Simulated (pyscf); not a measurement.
`[CH3][Zn][CH3]` + `[NH3]` → `[CH4]` + `[CH3][Zn][NH2]`, a four-centre exchange (singlet surface; C–Zn, H–N broken, C–H, N–Zn formed). Structures and frequencies: ωB97X-D3(BJ)/def2-SVP in PySCF. Energies in eV from the separated reactants.

GFN2-xTB: tblite. 

**Question.** Quick GFN2-xTB single points give ΔE‡ = 0.68 eV and ΔE = -0.76 eV. What does ωB97M-D3(BJ)/def2-TZVP give, and how far is the quick result from it?

**Answer.** ωB97M-D3(BJ)/def2-TZVP gives ΔE‡ = 1.20 eV and ΔE = -0.39 eV. GFN2-xTB lies 0.52 eV under it in the barrier and 0.36 eV under it in the reaction energy, so on this step it does not hold to within 0.13 eV. ωB97M-D3(BJ)/def2-TZVP has limits of its own. On the reactant side the descent ends in an adduct with a N–Zn contact, 0.42 eV under the separated species and 1.58 eV under the saddle at ωB97X-D3(BJ)/def2-TZVP. What is counted as formed (N–Zn) is already present as a longer contact in the reactant adduct; forming that adduct is a step of its own. One saddle was located; it need not be the lowest between these sides. In the def2 sets elements up to Kr have no core potential.
